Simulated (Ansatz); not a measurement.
Frontier orbitals of C$_{2}$H$_{6}$OS$_{2}$, SMILES `COCSS`.

The species carries charge 0 and has multiplicity 1. The geometry is a stationary point of PBE0-D4/def2-TZVP. It is one conformer, not always the lowest. Basis def2-TZVPP, Ansatz 0.2.0.

```json
{"functional": "r2SCANh", "HOMO (eV)": "-6.55", "LUMO (eV)": "-0.99"}
```

Task: Give HOMO and LUMO (eV) with LDA (SPW92), PBE, revPBE, BLYP, r2SCAN, B97M-V, PBE0, B3LYP, r2SCAN0, HSE06 (plane-wave form), BHLYP, CAM-B3LYP, LC-ωPBE, ωB97X-V, ωB97M-V, HF. (Estimate.)

Result: Computed: 
| functional | HOMO | LUMO |
| --- | --- | --- |
| LDA (SPW92) | -5.97 | -1.79 |
| PBE | -5.84 | -1.57 |
| revPBE | -5.78 | -1.47 |
| BLYP | -5.69 | -1.43 |
| r2SCAN | -6.10 | -1.35 |
| B97M-V | -6.20 | -1.26 |
| PBE0 | -7.07 | -0.57 |
| B3LYP | -6.84 | -0.80 |
| r2SCAN0 | -7.23 | -0.45 |
| HSE06 (plane-wave form) | -6.67 | -0.95 |
| BHLYP | -8.16 | 0.52 |
| CAM-B3LYP | -8.39 | 0.57 |
| LC-ωPBE | -9.75 | 1.79 |
| ωB97X-V | -9.40 | 1.66 |
| ωB97M-V | -9.24 | 1.51 |
| HF | -9.86 | 3.21 |

B3LYP here is the variant with VWN-RPA as its local correlation; programs differ in this. LC-ωPBE has ω = 0.4 bohr⁻¹. Positive LUMOs are unbound and depend on the basis.
